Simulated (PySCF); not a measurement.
**Curvature of the energy in the electron number along the second row**

Calculated with PySCF 2.14, in aug-cc-pVDZ, non-relativistic: one orbital is emptied in steps, and each cell gives the departure of E from the straight line at half an electron, in eV (from a cubic fit). The exact functional gives zero.

```
species   orbital    LDA    PBE  r2SCAN   PBE0  BHandHLYP  LC-wPBE  wB97X
      B  2p alpha  -1.18  -1.17   -1.05  -0.84      -0.53    -0.14  -0.20
      C  2p alpha  -1.44  -1.40   -1.28  -0.99      -0.59    -0.26  -0.32
      N  2p alpha  -1.71  -1.65   -1.48  -1.15      -0.65    -0.43  -0.48
      O   2p beta  -1.70  -1.66   -1.45  -1.12      -0.63    -0.40  -0.45
      F   2p beta  -1.96  -1.88   -1.68  -1.25      -0.66    -0.57  -0.60
     Ne   2p beta  -2.23  -2.12   -1.87  -1.40      -0.70    -0.78  -0.77
```

Q: How does the mean departure depend on the functional?

A: LDA -1.70 eV; PBE -1.65 eV; r2SCAN -1.47 eV; PBE0 -1.12 eV; BHandHLYP -0.63 eV; LC-wPBE -0.43 eV; wB97X -0.47 eV. Semilocal functionals are convex (delocalisation error), and exact exchange removes curvature roughly in proportion to its share, so among the functionals the range-separated hybrids usually come closest to zero.
